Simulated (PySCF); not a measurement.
C₅H₁₂N (charge +1).
Numbering: `[CH3:1][NH+:2]1[CH2:3][CH2:4][CH2:5][CH2:6]1`

The computed photoelectron lines, unassigned: C 1s: 295.48 (area 2), 296.97 (area 2), 297.19 (area 1) eV; N 1s: 413.25 eV.

The calculation used delta-SCF UKS SCAN, pcX-2 on the ionised atom, pcseg-1 elsewhere, spin-free X2C (PySCF 2.14.0). Isolated species at its PBE0-D3(BJ)/def2-SVP geometry (one conformer only).

Problem. Assign the C 1s lines to atoms.

Solution. 295.48 eV: C4/C5 (ring CH2 carbon); 296.97 eV: C3/C6 (sp3 carbon bound to nitrogen); 297.19 eV: C1 (N-methyl carbon). Lowest listed C 1s: C4/C5, bonded to 2 C and 2 H. Highest, 1.71 eV above it: C1, bonded to N and 3 H.

Bonded neighbours of each site: C1: N and 3 H; N2: 3 C and H; C3/C6: N, C and 2 H; C4/C5: 2 C and 2 H.

Problem. What is the longest wavelength that can ionise C 1s of C4/C5 vertically?

Solution. λ = hc/E = 12398.42 eV Å / 295.48 eV = 41.960 Å.

Atoms equivalent by their bonding share one computed value, that of the first of them. The species carries charge +1, so core ionisation leaves charge +2.
